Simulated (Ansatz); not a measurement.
hcp Tc, treated with PBEsol (plane waves, PAW; Ansatz, a program for electronic structure).

Numerical settings: plane-wave cutoff 520 eV, 18×18×12 k mesh (along the axes of the cell as run), Fermi–Dirac smearing 0.1 eV, perturbation theory, no spin polarisation, scalar-relativistic PAW data made under PBE.

Computed at the level's own relaxed cell.

```xyz
2
Lattice="2.7239 0.0000 0.0000 -1.3619 2.3590 0.0000 0.0000 0.0000 4.3591" Properties=species:S:1:pos:R:3 pbc="T T T"
Tc     1.3619     0.7863     3.2693
Tc     0.0000     1.5726     1.0898
```

Harmonic phonon frequencies (cm⁻¹; i marks an imaginary mode):

```tsv
q point	frequencies
Γ	?
M	123 136 157 206 236 243
K	173 191 191 192 229 229
A	?
```

Task: What belongs in the gaps?

Result: 
- Γ, frequencies: 0 0 0 103 144 144
- A, frequencies: 103 103 103 103 212 212

No imaginary mode appears at these points.
